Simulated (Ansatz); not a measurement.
Two shapes of triplet CH₂O₂.

Shape 1:

```xyz
5

C     0.3641    0.2127   -0.0343
O     0.6602   -0.8707    0.3159
O    -0.8699    0.6285   -0.2324
H     1.0779    1.0158   -0.2429
H    -1.4743   -0.0813   -0.0446
```

Shape 2:

```xyz
5

C     0.2780   -0.2379    0.2003
O    -0.6807   -0.9364    0.0481
O     0.3776    1.0264   -0.2064
H     1.2196   -0.5453    0.7021
H    -0.4628    1.2536   -0.6375
```

Basis set: def2-SVP (spherical functions). Correlated methods keep 3 orbitals frozen. Charge 0, multiplicity 3.

Computed with Ansatz (development build ahead of 0.2.0); each method stands on the lowest determinant of its kind that the runs found.

(1) Which shape is lower in energy, and by how much in each method?

Answers

(1)

| method | E(2) − E(1) (eV) |
| --- | --- |
| UHF | -0.211 |
| UHF-MP2 | -0.254 |

Shape 2 is lower. Caution: another spin multiplicity may lie lower.
